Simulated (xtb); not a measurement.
xtb input:

```bash
xtb mol.xyz --gfn 2 --ohess tight --chrg 0 --uhf 0
```
mol.xyz:
```
4

O      0.02320301    -0.00171001     1.17367064
C     -0.00695837     0.00798101    -0.02634535
H      0.02179840     0.97315349    -0.56985543
H      0.03050281    -0.97009874    -0.62940094
```

Q: Which total energy does the run end on?

A: -7.17565 Eh (GFN2-xTB).
